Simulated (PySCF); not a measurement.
**Level sweep**

Species: C3H5FOS.
Z-matrix (Å and degrees, PBE0-D3(BJ)/def2-SVP geometry), rows numbered from 1:
```
O 
S   1  1.4972
C   2  1.8682  1  106.19
C   3  1.5284  2   91.19  1   -77.63
C   4  1.5148  3   93.59  2   -28.99
F   5  1.3411  2  115.07  1   -43.08
H   3  1.1008  2  109.55  1   165.69
H   3  1.0977  2  110.77  1    43.31
H   4  1.0994  3  109.41  2    81.38
H   4  1.1006  3  118.00  2  -152.46
H   5  1.1050  2  107.73  1  -166.70
```

PySCF, dipoles from the SCF density, polarisabilities from static response with core orbitals frozen. Isolated species at its PBE0-D3(BJ)/def2-SVP geometry (one conformer only).

The anisotropy is √(½[(α1 − α2)² + (α2 − α3)² + (α3 − α1)²]).

```json
{"level": "LDA/def2-SVPD", "μ (D)": "4.570", "α (Å³)": "9.29", "anisotropy (Å³)": "1.79"}
{"level": "PBE/def2-SVPD", "μ (D)": "4.466", "α (Å³)": "9.25", "anisotropy (Å³)": "1.80"}
{"level": "B3LYP/def2-SVPD", "μ (D)": "4.788", "α (Å³)": "8.97", "anisotropy (Å³)": "1.78"}
{"level": "PBE0/def2-SVPD", "μ (D)": "4.781", "α (Å³)": "8.85", "anisotropy (Å³)": "1.75"}
{"level": "BHandHLYP/def2-SVPD", "μ (D)": "5.126", "α (Å³)": "8.61", "anisotropy (Å³)": "1.73"}
{"level": "CAM-B3LYP/def2-SVPD", "μ (D)": "4.959", "α (Å³)": "8.83", "anisotropy (Å³)": "1.75"}
{"level": "wB97X-D/def2-SVPD", "μ (D)": "4.899", "α (Å³)": "8.79", "anisotropy (Å³)": "1.74"}
{"level": "LC-wPBE/def2-SVPD", "μ (D)": "4.977", "α (Å³)": "8.62", "anisotropy (Å³)": "1.72"}
{"level": "HF/def2-SVPD", "μ (D)": "5.525", "α (Å³)": "8.28", "anisotropy (Å³)": "1.66"}
{"level": "PBE0/6-31G*", "μ (D)": "4.398", "α (Å³)": "7.40", "anisotropy (Å³)": "1.72"}
{"level": "PBE0/def2-SVP", "μ (D)": "4.486", "α (Å³)": "7.40", "anisotropy (Å³)": "1.82"}
{"level": "PBE0/6-31+G*", "μ (D)": "4.908", "α (Å³)": "8.41", "anisotropy (Å³)": "1.87"}
{"level": "PBE0/aug-cc-pVDZ", "μ (D)": "4.682", "α (Å³)": "8.99", "anisotropy (Å³)": "1.82"}
{"level": "PBE0/def2-TZVP", "μ (D)": "4.540", "α (Å³)": "8.40", "anisotropy (Å³)": "1.74"}
{"level": "PBE0/def2-TZVPD", "μ (D)": "4.609", "α (Å³)": "9.00", "anisotropy (Å³)": "1.74"}
```

The dipole runs from 4.40 D (PBE0/6-31G*) to 5.53 D (HF/def2-SVPD). No reference polarisability is at hand; against PBE0 in the largest diffuse basis at hand (def2-TZVPD) the other PBE0 rows deviate by 6-31G* -18%, def2-SVP -18%, 6-31+G* -7%, def2-SVPD -2%, aug-cc-pVDZ 0%, def2-TZVP -7%. In one basis (def2-SVPD) the functionals order the polarisability from HF (lowest) to LDA (highest), a spread of 12%. With PBE0 the polarisability is 7.73 Å³ without diffuse functions (mean of 6-31G*, def2-SVP and def2-TZVP) and 8.81 Å³ with them (mean of 6-31+G*, def2-SVPD, aug-cc-pVDZ and def2-TZVPD).
